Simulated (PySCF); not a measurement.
## Exact mass, isotope pattern and composition

Species: `C/C=C\PCC`.

Calculated from tabulated atomic weights, isotope masses and abundances; no fragmentation.

Molar mass and exact mass?

For C5H11P, with standard atomic weights, 5 × 12.011 + 1 × 30.974 + 11 × 1.008 = 102.117 g/mol. From the most abundant isotopes (12C, 31P, 1H), 5 × 12.000000 + 1 × 30.973762 + 11 × 1.007825 = 102.0598 u.

Give the isotope pattern of the molecular ion M+•, merging species of the same nominal mass.

```tsv
nominal mass	m/z (centroid)	relative intensity
102	102.0593	100.0
103	103.0627	5.5
104	104.0662	0.1
```

Cut off at 0.1 %. One electron mass, 0.00055 u, is taken off.

What resolving power m/Δm just matches the spacing of the species with one 13C and with one 2H?

They lie 0.00292 u apart at mass 103.06, so m/Δm is about 35000.

What share of all molecules is the monoisotopic species?

0.9893^5 × 1 × 0.999885^11 = 94.64 %.

Protons, neutrons, electrons, and exact less nominal mass of the monoisotopic species?

56 protons, 46 neutrons and 56 electrons; 102.0598 − 102 = +0.0598 u.

List the species in which a single atom is changed from its most abundant isotope.

Intensity in % of the monoisotopic species:

```tsv
isotope	mass shift (u)	m/z	intensity (%)
13C	+1.00335	103.0626	5.41
2H	+1.00628	103.0656	0.13
```

Species under 0.02 % are left out.

Give the mass fraction of each element.

C 58.81 %, P 30.33 %, H 10.86 %.
